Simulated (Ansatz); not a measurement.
# BHCl₂ (triplet): correlated methods under varied settings at a displaced geometry (v1)

What do other methods and options give for BHCl₂ (triplet) at this geometry, and how long do they take?

Program: Ansatz 0.2.0, Gaussian basis. Level of theory: the settings change from run to run. These are calculated values, not measurements.

22 further runs of the same task are left out: 11 that didn't finish, 11 set aside as unsound or not needed.

## 1. The system

The geometry is a PBE0/def2-TZVP stationary point (not a proven minimum) with its atoms shifted at random (size 0.040 Å).

4 atoms, charge 0, spin multiplicity 3.

Atoms are counted from 1 here; the program's logs count them from 0.

Bond lengths: Cl1–B2 1.743 Å, B2–Cl3 1.762 Å, B2–H4 1.272 Å. Angles: Cl1–B2–Cl3 148.5°, Cl1–B2–H4 107.1°, Cl3–B2–H4 104.4°.

## 2. CASCI(4,4)/STO-3G

in.yaml reads:

```yaml
crystal:
  periodic: [false, false, false]
  atoms:
    - {symbol: Cl, position_ang: [-0.019412, -0.104992, 1.683800]}
    - {symbol: B, position_ang: [-0.020245, 0.392021, 0.013639]}
    - {symbol: Cl, position_ang: [0.027719, -0.061825, -1.687982]}
    - {symbol: H, position_ang: [-0.075058, 1.662830, 0.000828]}
basis:
  gaussian: {orbitals: STO-3G}
magnetization: {spin_polarized: false, initial_magnetization: 2}
correlation: {active_space: {window: {electrons: 4, orbitals: 4}, fixed_orbitals: true}}
```

On the command line:

```bash
$ ansatz run in.yaml --threads 1 --pin off --events-out ev --progress --plain --max-ram 2393MiB
```

What it wrote:

```text
Functional definition: HF
  name "HF"
  cite "Fock, Z. Phys. 61, 126 (1930) doi:10.1007/BF01340294"
  parent pbe
  exchange = exact_x
  correlation = 0
271 factors; integrals over basis functions are off by at most 3.6e-5 eV
mean field evaluation 1: about -25413.0656 eV, gradient 1.3e1 eV
mean field evaluation 2: about -25413.1214 eV, gradient 1.3e1 eV
mean field evaluation 4: about -25413.9978 eV, gradient 1.3e0 eV
mean field evaluation 8: about -25414.0128 eV, gradient 4.7e-2 eV
mean field -25414.01284465 eV, -933.9477458044 hartree, gradient 1.6e-6 eV, S^2 2.000000; 0 other end points of the search recorded, 0 dependent functions left out
reference -25414.01284465 eV, -933.9477458044 hartree; 21, 19 occupied and 3, 5 virtual orbitals, 271 factors
state -25414.02741915 eV, -933.9482814072 hartree
Total energy: -25414.02741915 eV, -933.9482814072 hartree
```

Wall time 0.09 s (1 thread of Arm Neoverse V2, shared host).

From the report: 36 determinants; active occupations 2.00, 1.00, 1.00, 0.00.

## 3. HF/cc-pVDZ

in.yaml, as its differences from that of step 2:

```diff
@@ -8,4 +8,5 @@
 basis:
-  gaussian: {orbitals: STO-3G}
-magnetization: {spin_polarized: false, initial_magnetization: 2}
-correlation: {active_space: {window: {electrons: 4, orbitals: 4}, fixed_orbitals: true}}
+  gaussian: {orbitals: cc-pVDZ, fitting: {mean_field: def2-universal-jkfit}}
+magnetization: {spin_polarized: true, initial_magnetization: 2}
+hamiltonian: {xc: hf}
+output: {orbitals: {seedname: orbitals}}
```

Launched as before.

What it wrote:

```text
Functional definition: HF
  name "HF"
  cite "Fock, Z. Phys. 61, 126 (1930) doi:10.1007/BF01340294"
  parent pbe
  exchange = exact_x
  correlation = 0
349 factors; integrals over basis functions are off by at most 3.3e-1 eV
mean field evaluation 1: about -25690.4169 eV, gradient 9.1e0 eV
mean field evaluation 2: about -25691.2564 eV, gradient 3.5e0 eV
mean field evaluation 4: about -25691.4923 eV, gradient 1.0e0 eV
mean field evaluation 8: about -25691.5465 eV, gradient 2.7e-5 eV
mean field -25691.54645695 eV, -944.1469179374 hartree, gradient 2.7e-5 eV, S^2 2.021261; 0 other end points of the search recorded, 0 dependent functions left out
reference -25691.54645695 eV, -944.1469179374 hartree; 21, 19 occupied and 34, 36 virtual orbitals, 349 factors
Total energy: -25691.54645695 eV, -944.1469179374 hartree
```

Run time: 0.3 s. Hardware: 1 thread of Arm Neoverse V2, shared host.

From the report: ⟨S²⟩ of the determinant 2.021 (pure triplet: 2.00).

## 4. MP2 on ROHF/cc-pVDZ

in.yaml reads:

```yaml
crystal:
  periodic: [false, false, false]
  atoms:
    - {symbol: Cl, position_ang: [-0.019412, -0.104992, 1.683800]}
    - {symbol: B, position_ang: [-0.020245, 0.392021, 0.013639]}
    - {symbol: Cl, position_ang: [0.027719, -0.061825, -1.687982]}
    - {symbol: H, position_ang: [-0.075058, 1.662830, 0.000828]}
basis:
  gaussian: {orbitals: cc-pVDZ}
magnetization: {spin_polarized: false, initial_magnetization: 2}
correlation: {method: mp2, electrons: outside_noble_gas}
```

The command is unchanged.

What it wrote:

```text
Functional definition: HF
  name "HF"
  cite "Fock, Z. Phys. 61, 126 (1930) doi:10.1007/BF01340294"
  parent pbe
  exchange = exact_x
  correlation = 0
563 factors; integrals over basis functions are off by at most 1.4e-3 eV
mean field evaluation 1: about -25690.3377 eV, gradient 1.1e1 eV
mean field evaluation 2: about -25690.4290 eV, gradient 1.1e1 eV
mean field evaluation 4: about -25691.2687 eV, gradient 2.9e0 eV
mean field evaluation 8: about -25691.3607 eV, gradient 8.1e-1 eV
mean field evaluation 16: about -25691.3775 eV, gradient 2.8e-6 eV
mean field -25691.37753328 eV, -944.1407101069 hartree, gradient 2.8e-6 eV, S^2 2.000000; 1 other end points of the search recorded, 0 dependent functions left out
mean field evaluation 32: about -25691.5253 eV, gradient 6.0e-1 eV
11 core orbitals not correlated: weight in the atoms' cores, before any rotation towards them, 1.000 or more for the frozen orbitals, at most 0.000 for the correlated occupied ones
reference -25691.37753328 eV, -944.1407101069 hartree; 10, 8 occupied and 34, 36 virtual orbitals, 563 factors
second order -9.58027908 eV of doubles, -0.09765825 eV of singles
Total energy: -25701.05547062 eV, -944.4963677440 hartree
```

Run time: 0.78 s. Hardware: 1 thread of Arm Neoverse V2, shared host.

## 5. BCCD(T) on ROHF/cc-pVDZ

in.yaml, as its differences from that of step 4:

```diff
@@ -10,2 +10,3 @@
 magnetization: {spin_polarized: false, initial_magnetization: 2}
-correlation: {method: mp2, electrons: outside_noble_gas}
+correlation: {method: bccd_t, electrons: valence, diis_vectors: 4}
+output: {forces: true}
```

The command is unchanged.

What it wrote, cut to the lines that bear on the results:

```text
Functional definition: HF
  name "HF"
  cite "Fock, Z. Phys. 61, 126 (1930) doi:10.1007/BF01340294"
  parent pbe
[...]
563 factors; integrals over basis functions are off by at most 1.4e-3 eV
[...]
mean field -25691.37753328 eV, -944.1407101069 hartree, gradient 2.8e-6 eV, S^2 2.000000; 3 other end points of the search recorded, 0 dependent functions left out
determinant -25691.37753328 eV, -944.1407101069 hartree, with singles and doubles -25701.98804700 eV, -944.5306392941 hartree
determinant -25689.21979956 eV, -944.0614148553 hartree, with singles and doubles -25700.19075728 eV, -944.4645901152 hartree
determinant -25688.96347440 eV, -944.0519950794 hartree, with singles and doubles -25700.02150149 eV, -944.4583700795 hartree
11 core orbitals not correlated: weight in the atoms' cores, before any rotation towards them, 1.000 or more for the frozen orbitals, at most 0.000 for the correlated occupied ones
reference -25691.37753328 eV, -944.1407101069 hartree; 10, 8 occupied and 34, 36 virtual orbitals, 563 factors
second order -9.58027908 eV of doubles, -0.09765825 eV of singles
cycle   1  -10.60446337 eV  change    6.1e-3 eV  update   2.4e-2
[...]
cycle  16  -10.60015415 eV  change    4.1e-7 eV  update   7.4e-7
perturbative correction -0.33447701 eV, -0.0122918036 hartree
[...]
Total energy: -25702.31216445 eV, -944.5425503905 hartree
Atom 0 at    -0.019412    -0.104992     1.683800 Å, force     0.017092    -0.280824     0.539913 eV/Å
Atom 1 at    -0.020245     0.392021     0.013639 Å, force    -0.025547    -0.057513    -0.309512 eV/Å
Atom 2 at     0.027719    -0.061825    -1.687982 Å, force     0.020926    -0.146555    -0.194408 eV/Å
Atom 3 at    -0.075058     1.662830     0.000828 Å, force    -0.012472     0.484892    -0.035993 eV/Å
Dipole moment:    -0.002128     0.104225    -0.010858 e Å
```

Run time: 12 s. Hardware: 1 thread of Arm Neoverse V2, shared host; peak memory 0.28 GiB.

From the report: correlation -10.9346 eV; largest double amplitude 0.04.

## 6. CCSD on UHF/cc-pVDZ

in.yaml, as its differences from that of step 5:

```diff
@@ -8,5 +8,4 @@
 basis:
-  gaussian: {orbitals: cc-pVDZ}
-magnetization: {spin_polarized: false, initial_magnetization: 2}
-correlation: {method: bccd_t, electrons: valence, diis_vectors: 4}
-output: {forces: true}
+  gaussian: {orbitals: cc-pVDZ, fitting: {mean_field: def2-universal-jkfit}}
+magnetization: {spin_polarized: true, initial_magnetization: 2}
+correlation: {method: ccsd, electrons: outside_noble_gas}
```

The command is unchanged.

What it wrote, cut to the lines that bear on the results:

```text
Functional definition: HF
  name "HF"
  cite "Fock, Z. Phys. 61, 126 (1930) doi:10.1007/BF01340294"
  parent pbe
[...]
349 factors; integrals over basis functions are off by at most 3.3e-1 eV
[...]
mean field -25691.54645695 eV, -944.1469179374 hartree, gradient 1.3e-6 eV, S^2 2.021261; 3 other end points of the search recorded, 0 dependent functions left out
determinant -25691.54645695 eV, -944.1469179374 hartree, with singles and doubles -25701.99217948 eV, -944.5307911597 hartree
determinant -25689.46534660 eV, -944.0704385425 hartree, with singles and doubles -25700.19762341 eV, -944.4648424408 hartree
determinant -25689.27728873 eV, -944.0635275433 hartree, with singles and doubles -25700.02910312 eV, -944.4586494342 hartree
determinant -25688.63219590 eV, -944.0398208191 hartree, with singles and doubles -25699.41236972 eV, -944.4359848997 hartree
11 core orbitals not correlated: weight in the atoms' cores, before any rotation towards them, 1.000 or more for the frozen orbitals, at most 0.000 for the correlated occupied ones
reference -25691.54645695 eV, -944.1469179374 hartree; 10, 8 occupied and 34, 36 virtual orbitals, 349 factors
second order -9.51417584 eV of doubles, -0.00000000 eV of singles
cycle   1  -10.44645420 eV  change   -7.3e-4 eV  update   1.8e-3
[...]
cycle   8  -10.44739265 eV  change    6.9e-6 eV  update   1.6e-5
Total energy: -25701.99384960 eV, -944.5308525358 hartree
```

It took 3.2 s on 1 thread of Arm Neoverse V2, shared host.

From the report: ⟨S²⟩ of the determinant 2.021 (pure triplet: 2.00); correlation -10.4474 eV; T1 0.029; largest double amplitude 0.04.

## 7. All runs side by side

Where basis and cores are those of an earlier UCCSDT(Q)/cc-pVDZ run (-25702.3699 eV), and the state is the same kind, the miss against it is given.

| level | correlated | functions | energy (eV) | from UCCSDT(Q) (meV) | time |
| --- | --- | --- | --- | --- | --- |
| CASCI(4,4)/STO-3G |  | 24 | -25414.0274 |  | 0.09 s |
| HF/cc-pVDZ |  | 55 | -25691.5465 | 10823.4 | 0.3 s |
| MP2 on ROHF/cc-pVDZ | outside noble gas | 55 | -25701.0555 | 1314.4 | 0.78 s |
| BCCD(T) on ROHF/cc-pVDZ | valence | 55 | -25702.3122 | 57.7 | 12 s |
| CCSD on UHF/cc-pVDZ | outside noble gas | 55 | -25701.9938 | 376.0 | 3.2 s |

## 8. Results

| quantity | value |
| --- | --- |
| runs | 5 |
| quickest | CASCI(4,4)/STO-3G, 0.09 s |
| slowest | BCCD(T) on ROHF/cc-pVDZ, 12 s |

What this shows: Total energies in different bases, with other cores or another treatment of relativity can't be set against each other. BCCD(T) on ROHF/cc-pVDZ took 134 times as long as CASCI(4,4)/STO-3G; the jobs differ in more than the method. Among the correlated runs with a miss given, it spans +58 to +1314 meV. Hartree-Fock, CASSCF and CASCI lack dynamic correlation by design.
